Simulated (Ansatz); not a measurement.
Input:

```yaml
crystal:
  periodic: [false, false, false]
  atoms:
    - { symbol: C, position_ang: [-0.307007, 1.324705, -0.475306] }
    - { symbol: C, position_ang: [0.410567, 0.188842, -0.382414] }
    - { symbol: C, position_ang: [0.108201, -0.908088, 0.628256] }
    - { symbol: Cl, position_ang: [-0.477555, -2.457719, -0.234799] }
    - { symbol: H, position_ang: [-0.058015, 2.106758, -1.211737] }
    - { symbol: H, position_ang: [-1.167915, 1.524227, 0.185329] }
    - { symbol: H, position_ang: [1.2672, 0.000891, -1.055366] }
    - { symbol: H, position_ang: [-0.701144, -0.613043, 1.32977] }
    - { symbol: H, position_ang: [1.014067, -1.212771, 1.199268] }
magnetization:
  spin_polarized: true
basis:
  gaussian: { orbitals: STO-3G }
hamiltonian:
  xc: pbe
md:
  timestep: 3.0
  n_steps: 40
  ensemble: nvt_nose_hoover
  temperature: 300.0
  initial_velocities: maxwell_boltzmann
  seed: 642772
  nose_hoover: { tau: 20.0, chain_length: 1 }
```

Command:

```bash
$ ansatz run input.yaml --threads 1 --pin off --max-ram 2048MiB --backend cpu --events-out ev --progress --plain --runs-dir out
```

Hardware: 1 thread of Arm Neoverse V2, with other jobs on the host.

Task: Roughly how long does this run take, and how much memory?

Result: 69 s, with a peak of 0.099 GiB, for 41 ionic steps.
